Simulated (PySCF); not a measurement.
formic acid cation (CH2O2), SMILES O=CO (connectivity only; charge and spin as stated), charge +1, multiplicity 2.

Geometry: r2SCAN-D4/def2-TZVP. The multiplicity is an assumed one; other spin states were not compared. Other conformers were not sampled.

Calculation: TDA-CAM-B3LYP/def2-SVPD (PySCF 2.14.0).

Vertical excitations. Gas-phase values at a fixed geometry.

Computed UV-visible absorptions:
```
state    energy (eV)  λ (nm)      f                                                    main pairs
-------  -----------  ------  -----  ------------------------------------------------------------
root 1          1.43     865  0.000                                              β HOMO→LUMO 90 %
root 2          3.57     347  0.000                                            β HOMO−1→LUMO 84 %
root 3          5.75     215  0.001                                            β HOMO−2→LUMO 90 %
root 4          6.30     197  0.009    β HOMO−3→LUMO 62 %, β HOMO−4→LUMO 21 %, β HOMO−1→LUMO 14 %
root 5          6.52     190  0.001                          α HOMO→LUMO 44 %, β HOMO→LUMO+1 55 %
root 6          7.61     163  0.018      α HOMO→LUMO 10 %, β HOMO−4→LUMO 63 %, β HOMO−3→LUMO 18 %
root 7          7.87     157  0.000   α HOMO−1→LUMO 29 %, α HOMO−2→LUMO 9 %, β HOMO−1→LUMO+1 61 %
root 8          8.33     149  0.000                        α HOMO−2→LUMO 69 %, α HOMO−1→LUMO 29 %
root 9          8.61     144  0.007  α HOMO−1→LUMO 41 %, α HOMO−2→LUMO 21 %, β HOMO−1→LUMO+1 37 %
root 10         9.23     134  0.018                      α HOMO−3→LUMO 46 %, β HOMO−2→LUMO+1 46 %
```
Unrestricted roots are not spin-pure.
